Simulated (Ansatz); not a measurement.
Ansatz (a first-principles code) input (PBE/6-31G*):

Ansatz 0.2 input:
```yaml
crystal:
  periodic: [false, false, false]
  atoms:
    - {symbol: C, position_ang: [1.17178753, -0.40786818, 0.00814112]}
    - {symbol: C, position_ang: [0.00377973, 0.55379578, -0.00922938]}
    - {symbol: O, position_ang: [-1.19926796, -0.21360277, 0.00218953]}
    - {symbol: H, position_ang: [-1.95146033, 0.38657997, -0.00867812]}
    - {symbol: H, position_ang: [0.04636729, 1.21437980, 0.86589957]}
    - {symbol: H, position_ang: [0.04839412, 1.18483951, -0.90579449]}
    - {symbol: H, position_ang: [2.11638052, 0.13933088, 0.00009803]}
    - {symbol: H, position_ang: [1.13951779, -1.03119502, 0.90289190]}
    - {symbol: H, position_ang: [1.14154074, -1.06067865, -0.86540354]}
basis:
  gaussian:
    orbitals: 6-31G*
hamiltonian:
  xc: {name: PBE}
relax: {f_tol: 0.003, max_steps: 120}
```

Q: What final total energy does it give?

A: -154.83087 Eh.
